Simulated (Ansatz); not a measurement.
Saddle point of MgH$_{3}$ClO, singlet (MgHClO ([OH][Mg][Cl]) + H₂ → MgHCl ([MgH][Cl]) + H₂O (still joined by a long Mg–O bond); bonds formed: Mg1–H5, O2–H4; bonds broken: H4–H5; bonds weakened to dative contacts: Mg1–O2), PBE0-D4/def2-TZVP structure:

Mg1  (-0.370, 0.141, -0.776)
O2  (0.109, -0.595, 0.909)
Cl3  (-1.688, 0.036, -2.517)
H4  (0.818, 0.349, 0.672)
H5  (1.067, 1.104, -0.046)
H6  (0.064, -1.035, 1.757)
(Å)

Energies are electronic, without zero-point energy. Barriers and step energies count from the start structure reached by relaxing down the imaginary mode; all methods use the PBE0-D4 structures, on which another method's saddle can fall below an end. Ansatz 0.2.0; basis: def2-TZVPP, with def2-QZVPP for the basis limit; cores frozen in the correlated methods. The outer core shell of Li, Na, Mg and K is correlated. The def2 sets are not built for correlating such inner shells, so the correlated values are less sure here. B3LYP uses VWN-RPA correlation. Extrapolation: Hartree–Fock as exp(−7.88 √X), correlation as X^−2.97.

```
      method  barrier (kcal/mol)  step energy (kcal/mol)
       SPW92                6.75                    1.00
      PBE-D4               12.84                    4.08
     BLYP-D4               15.92                    5.89
   r2SCAN-D4               14.39                    4.84
      B97M-V               13.49                   -1.67
     PBE0-D4                   ?                    2.45
    B3LYP-D4               16.62                    4.34
  r2SCAN0-D4               15.48                    3.32
    BHLYP-D4                   ?                    2.42
CAM-B3LYP-D4               16.35                    3.40
     wB97X-V                   ?                    3.27
     wB97M-V               17.07                    2.99
      B2PLYP               17.76                    5.25
    PBE-QIDH               16.58                    3.32
  RPA on PBE               17.70                    3.63
          HF               23.66                    0.05
         MP2               18.77                    6.47
        CCSD               19.06                    3.33
     CCSD(T)               18.15                    3.90
```

Q: Fill in the withheld barriers. (Judge from chemistry; the value comes from the calculation.)

A: The calculation gives: PBE0-D4 14.28; wB97X-V 17.14; BHLYP-D4 18.42 kcal/mol. Each is the energy of the saddle less that of the start structure, by the same method.

For comparison, the barrier by CCSD(T) at an estimated basis limit (MP2 extrapolated from triple and quadruple zeta, plus CCSD(T) − MP2 in triple zeta) is 18.90 kcal/mol.

The T1 diagnostic stays at or below 0.011.

Labels in which every atom is bracketed show which atoms are joined, not bond orders.

For scale, one of the runs: CCSD(T)/def2-TZVPP, 147 basis functions, launched by `ansatz run in.yaml --threads 2 --pin off --events-out ev --progress --plain --max-ram 4352MiB`. The run took 25 s on 2 CPU threads of an Arm Neoverse V1 (shared host), with 1 GiB of host memory at its peak.
